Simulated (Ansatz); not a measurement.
The first iterations of a band of CH₂FSi (5 atoms, charge 1, multiplicity 1).

All numbers below come from RKS r2SCANh-D4/def2-SVP in Ansatz.

| Item | Value |
| --- | --- |
| movable images | 5 |
| climbing image | yes |
| spring | 5.0 eV/Å² |
| optimiser | quadratic models (default) |
| start path | through a guess of the saddle point |
| force threshold | 0.05 eV/Å |
| iteration limit | 10 |
| end points | relaxed |

Initial state:

```xyz
5
Properties=species:S:1:pos:R:3
F 0.718 -1.143 1.753
C 0.194 -0.459 0.888
Si -0.030 0.271 -0.687
H -1.176 -0.381 -1.356
H 0.294 1.712 -0.598
```

Final state:

```xyz
5
Properties=species:S:1:pos:R:3
F 0.630 -1.102 1.812
C 0.420 -0.563 0.737
Si -0.400 0.442 -0.441
H -1.061 -0.435 -1.433
H 0.411 1.658 -0.674
```

| iteration | highest image above the first end (eV) | largest band force component (eV/Å) |
| --- | --- | --- |
| 1 | 1.138 | 5.093 |
| 2 | 0.654 | 3.031 |

Task: Does the band converge within its limit, and where does its top end?

Result: It converged. It ended after 8 iterations with the highest image 0.025 eV above the first end. Another band between the same ends (5 images) ends at a top of the same energy, where a vibrational analysis finds 1 clearly imaginary mode. Limits of this set-up: the dipole of an ion depends on the origin.

Time of the run: 2.4 min on 1 thread of Arm Neoverse N1, on a shared host, peak memory 0.12 GiB.
